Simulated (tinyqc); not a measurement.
Geometry optimisation on the UHF/sto-3g surface (energies and gradients from PySCF), for BH, spin multiplicity 3, step by step. One step of it, computed by the program tinyqc.

Problem. Step 2: move. Quasi-Newton step p = -H^(-1) g (the inverse Hessian comes from BFGS updates; coordinates in the order x, y, z of each atom); steps longer than 0.1 bohr are cut back.

positions after step 1 (bohr):
```
           x         y         z
1B  0.000000  0.000000  0.070711
2H  0.000000  0.000000  2.276329
```

gradient (hartree/bohr):
```
             x           y            z
1B  0.00000000  0.00000000  -0.00808766
2H  0.00000000  0.00000000   0.00808766
```

inverse Hessian in use (bohr^2/hartree), lower triangle:
```
          1         2         3         4         5         6
1  3.333333
2  0.000000  3.333333
3  0.000000  0.000000  2.510486
4  0.000000  0.000000  0.000000  3.333333
5  0.000000  0.000000  0.000000  0.000000  3.333333
6  0.000000  0.000000  0.822847  0.000000  0.000000  2.510486
```

Give: positions after step 2.

Solution.

positions after step 2 (bohr):
```
        x      y      z
1B  0.000  0.000  0.084
2H  0.000  0.000  2.263
```
